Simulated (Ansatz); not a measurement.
Input file:

```yaml
crystal:
  periodic: [false, false, false]
  atoms:
    - {symbol: Al, position_ang: [0.000000, -0.002992, -0.106980]}
    - {symbol: H, position_ang: [0.000000, 0.982664, 1.502135]}
    - {symbol: H, position_ang: [0.000000, -0.902571, 1.361611]}
basis:
  gaussian: {orbitals: cc-pVTZ}
total_charge: 1
magnetization: {spin_polarized: false, initial_magnetization: 2}
correlation: {active_space: {ras: {orbitals: [1, 2, 54], electrons: 4, max_holes: 2, max_particles: 2}, fixed_orbitals: true}}
```

```sh
$ ansatz run in.yaml --threads 1 --pin off --events-out ev --progress --plain --max-ram 2393MiB
```

The program prints:

```
367 factors; integrals over basis functions are off by at most 9.2e-4 eV
mean field evaluation 1: about -6603.3763 eV, gradient 5.5e0 eV
mean field evaluation 2: about -6603.3788 eV, gradient 5.5e0 eV
mean field evaluation 4: about -6603.7794 eV, gradient 7.6e-1 eV
mean field evaluation 8: about -6603.8187 eV, gradient 1.5e-1 eV
mean field evaluation 16: about -6603.8203 eV, gradient 1.0e-6 eV
mean field -6603.82026463 eV, -242.6859184950 hartree, gradient 1.0e-6 eV, S^2 2.000000; 0 other end points of the search recorded, 0 dependent functions left out
reference -6603.82026463 eV, -242.6859184950 hartree; 8, 6 occupied and 54, 56 virtual orbitals, 367 factors
state -6605.65079320 eV, -242.7531891794 hartree
Total energy: -6605.65079320 eV, -242.7531891794 hartree
```

For the same geometry and basis full CI lies 49.0 meV lower.

Ran on 1 thread of Intel Xeon Platinum 8259CL, shared host: 1.3 s wall, 0.15 GiB peak host memory.
